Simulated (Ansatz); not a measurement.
**hcp Sc**

Level of theory: PBEsol in Ansatz (plane waves, PAW).

Settings: plane-wave cutoff 500 eV, 12×10×1 k mesh (along the axes of the cell as run), Fermi–Dirac smearing 0.1 eV, scalar-relativistic PAW data made under PBE.

Cell: relaxed at this level.

- surface energy of the (11-20) face = 1.37 J/m²
- work function of the (11-20) face = 3.17 eV

The slab of 16 atoms is relaxed and unreconstructed.

Ansatz is a first-principles code.
